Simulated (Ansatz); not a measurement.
**Two structures, one formula**

Two isomers of AlSiNH6, singlet, relaxed at PBE0-D4/def2-TZVP (vibrations not checked).

A:

```tsv
atom	x (Å)	y (Å)	z (Å)
Al1	-0.7646	0.9174	-1.3219
N2	0.3219	0.5520	0.0428
Si3	0.4558	-0.8935	0.9779
H4	-1.7742	-0.2047	-1.7896
H5	-0.6483	2.3514	-1.9827
H6	0.9565	1.2915	0.3180
H7	1.8158	-1.4961	0.8903
H8	-0.5369	-1.8605	0.4433
H9	0.1740	-0.6574	2.4219
```

B:

```xyz
9
angstrom
N -1.1812 0.8448 -0.8360
Si 0.4531 0.5555 -0.3457
Al 0.5029 -1.2950 1.2706
H -1.7962 0.0617 -0.9856
H -1.3915 1.5897 -1.4819
H 0.9736 1.8186 0.2566
H 1.4052 0.2621 -1.4714
H 1.7776 -1.5593 2.1843
H -0.7435 -2.2780 1.4092
```

Program: Ansatz 0.2.0. Basis: def2-TZVPP. Cores are frozen in the correlated methods. B3LYP uses VWN-RPA correlation.

**Question.** Which structure is lower at CCSD(T), and by how much? (Judge from chemistry; the value comes from the calculation.)

**Answer.** Computed: A, by 1.237 eV (electronic energy, against the other). By their contacts, A is AlSiNH₆ ([AlH2][NH][SiH3]) and B is AlSiNH₆ ([NH2][SiH2][AlH2]).

All methods give the same order:

```
   method  E(B) − E(A) (eV)
   PBE-D4             1.022
r2SCAN-D4             1.192
  PBE0-D4             1.058
 B3LYP-D4             1.207
  wB97M-V             1.256
       HF             1.289
      MP2             1.334
     CCSD             1.236
  CCSD(T)             1.237
```

No T1 diagnostic of these runs exceeds 0.012.

Labels in which every atom is bracketed show which atoms are joined, not bond orders.
